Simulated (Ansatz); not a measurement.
`CC(=O)F` → `C[C]=O`• + F•  (homolysis of the C–F bond)

Gas-phase electronic energies from Ansatz, PBE0-D4/def2-TZVP geometries. CBS: MP2 limit from def2 TZ/QZ plus the TZ coupled-cluster correction, frozen cores. This one scheme is used for every species, atoms too. No spin–orbit coupling; open shells (•) take unrestricted orbitals. Spin–orbit coupling would lower the free atoms: a little for F.

`CC(=O)F`:

Z-matrix (Å, degrees):
```
C
C 1 1.488
H 1 1.087 2 110.0
H 1 1.092 2 109.5 3 121.6
H 1 1.092 2 109.2 3 -121.1
O 2 1.179 1 129.3 3 2.0
F 2 1.351 1 110.5 3 -178.2
```

`C[C]=O`•:

Z-matrix (Å, degrees):
```
C
C 1 1.497
H 1 1.094 2 111.4
H 1 1.091 2 108.7 3 -122.1
H 1 1.092 2 108.4 3 121.8
O 2 1.175 1 129.3 3 -1.0
```

| species | HF/def2-TZVPP energy (Eh) |
| --- | --- |
| `CC(=O)F` | -251.90827 |
| `C[C]=O`• | -152.36282 |
| F• | -99.41180 |

Problem. Work out ΔE.

Solution. ΔE = (-152.36282) + (-99.41180) − (-251.90827) = 0.13365 Eh = +350.9 kJ/mol. CCSD(T)/CBS gives +521.2 kJ/mol.

Largest T1 diagnostic among the species: 0.019.

From PBE to PBE0 (25 % exact exchange), in def2-TZVPP and without D4, ΔE moves by −22.1 kJ/mol: exact exchange takes away binding that semilocal exchange gives to molecules. At CCSD(T), def2-SVP lies −27.0 kJ/mol from the extrapolated value and def2-TZVPP −14.5 kJ/mol: correlation converges slowly with the basis, and small sets miss more of it in the bonded molecule than in its fragments. In def2-TZVPP, CCSD(T) changes the Hartree–Fock value by +155.8 kJ/mol (the triples alone add +11.1 kJ/mol) and MP2 by +188.6 kJ/mol; breaking electron pairs costs correlation energy, which Hartree–Fock lacks.
